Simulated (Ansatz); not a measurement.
Born–Oppenheimer molecular dynamics of CH5B (7 atoms, charge 0, multiplicity 1). It starts from a relaxed structure.

Level of theory: Ansatz 0.2.0, RKS r2SCAN-D4/def2-SVP.

```
ensemble        : NVT, Langevin thermostat
time step       : 0.5 fs
steps asked     : 250
set temperature : 300 K
friction        : 0.005 /fs
masses          : H 10 u
seed            : 566625
```

First frame:

```xyz
7
Properties=species:S:1:pos:R:3
B 0.020 0.016 -0.012
H 0.003 -0.041 1.198
C 1.362 0.078 -0.788
H 1.609 -1.000 -0.915
H 1.306 0.490 -1.806
H 2.211 0.512 -0.238
H -1.037 -0.055 -0.599
```

Problem. How far do the bonds stretch over the last three quarters of this one trajectory? (Pairs bonded in most of those frames.)

Solution. 
```csv
bond,mean (Å),spread (Å),shortest,longest
B1–H2,1.212,0.033,1.16,1.28
B1–C3,1.558,0.033,1.49,1.62
B1–H7,1.213,0.022,1.18,1.26
C3–H4,1.111,0.027,1.05,1.16
C3–H5,1.107,0.015,1.07,1.13
C3–H6,1.098,0.018,1.06,1.13
```

Mean temperature of the second half: 288 K. A run of 0.12 ps of so small a system gives no equilibrium averages.

Time of the run: 6.2 min on 1 thread of Arm Neoverse V1 (shared host), peak memory 0.095 GiB.
